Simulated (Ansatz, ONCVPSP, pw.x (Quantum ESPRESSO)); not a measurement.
## From atom to crystal: ONCV potential for ruthenium

```json
{
  "Element": "ruthenium",
  "Generator": "ONCVPSP 4.0.1.1 (patched build)",
  "Type": "optimised norm-conserving Vanderbilt (ONCV)",
  "Functional": "PBEsol",
  "Relativity": "scalar-relativistic",
  "Frozen core": "[Ar] 3d10",
  "Valence charge": "16",
  "Reference configuration": "4s2 4p6 4d7 5s0.5 5p0.5",
  "Partial waves": "4s+5s: rc 1.65 bohr, ncon 3, nbas 8, qcut 8.9 1/bohr, 3 projectors, debl 1.8 Ha; 4p+5p: rc 2.10 bohr, ncon 3, nbas 8, qcut 6.1 1/bohr, 2 projectors; 4d: rc 2.15 bohr, ncon 4, nbas 9, qcut 8.9 1/bohr, 3 projectors, debl 1.6 Ha",
  "Local potential": "polynomial inside 1.50 bohr (lpopt 5, dvloc0 0 Ha)",
  "Core correction": "Teter function, fcfact 5.75, rcfact 1.55"
}
```

Crystal test: sc Ru in pw.x 7.5, no spin, 13³ k-points, Fermi–Dirac smearing 0.01 Ry, cutoffs 70/280 Ry. The reference is all-electron LAPW (Ansatz 0.2.0) with the same functional, mesh and smearing; V0 and B0 come from Birch–Murnaghan fits to the pressures at five volumes. Errors are pseudo minus all-electron; Δ is the rms difference of the E(V) curves that follow from these fits, minima aligned, over ±6 % about the mean V0. Mesh and smearing are coarse, so the numbers serve the comparison and aren't converged zero-temperature values; the lattice is a test structure that the element need not adopt.

```csv
V (Å³/atom),P all-electron (GPa),P pseudo (GPa)
14.509,14.56,15.62
14.891,6.94,7.87
15.273,0.32,1.15
15.655,-5.41,-4.68
16.037,-10.37,-9.72
```

All-electron: a0 = 2.482 Å (V0 = 15.29 Å³/atom), B0 = 244.4 GPa.

Pseudopotential: mean pressure error (GPa): +0.84; a0 (Å): 2.485; a0 error (%): +0.11; B0 error (%): +0.1; Δ (meV/atom): 2.8. Atomic configuration tests: 1 of 4 tests not solved or not reliable.

Q: At the middle volume, how do free energy and pressure move when the wave cutoff is lowered (ecutrho kept at four times it)?

A:

```
cutoff (Ry)  shift of F (meV/atom)  shift of P (GPa)
         32                +3501.5           -143.23
         42                 +493.8            -30.95
         56                  +16.4             -1.75
```

The run at the middle volume (84 k-points, 8 iterations) took about 12 s on one core of a shared host (Neoverse-V2, 32 threads, 247 GiB, load 24).
